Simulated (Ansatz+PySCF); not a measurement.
The numbers below are computed, except where a source is named.
## Ansatz (development build ahead of 0.2.0) run

```yaml
crystal:
  periodic: [false, false, false]
  atoms:
    - { symbol: C, position_ang: [0.0, 0.0, -0.70908] }
    - { symbol: O, position_ang: [0.0, 0.0, 0.53181] }
basis:
  gaussian: { orbitals: STO-3G }
hamiltonian:
  xc: pbe0
output:
  forces: true
```

The input is written out in the form of the current development build from the run's settings.

Output:

```
Converged                       : yes
Total energy                    : -111.65923 hartree
Spin squared of the determinant : 0.000
Stability test                  : minimum among restricted orbitals
```

Forces (eV/Å):
```csv
atom,Fx,Fy,Fz
C1,0.000,0.000,5.751
O2,0.000,0.000,-5.751
```
